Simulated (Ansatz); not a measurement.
Rhombohedral A7 As was calculated with r²SCAN (Ansatz, a quantum-chemistry and plane-wave program, plane waves, PAW).

Run with plane-wave cutoff 500 eV, 12×12×12 k mesh, Fermi–Dirac smearing 0.05 eV, scalar-relativistic PAW data made under PBE.

Computed at the level's own relaxed cell.

Give the computed volume per atom, lattice constant a and lattice parameter c.


volume per atom: 28.31 Å³/atom
lattice constant a: 3.589 Å
lattice parameter c: 15.228 Å

Measured, for comparison: lattice constant a 3.760 Å, lattice parameter c 10.441 Å (4 K, zero-point motion not removed; as tabulated in Schiferl, Barrett, J. Appl. Cryst. 2, 30 (1969), as in the American …). Computed (rounded) less measured: lattice constant a -4.5 %, lattice parameter c +45.8 %.

Note: the cell comes from a level without a dispersion term, which matters for the spacing of layers, chains or molecules.

Computed values are for the static lattice.

The result took roughly 10 core-minutes.
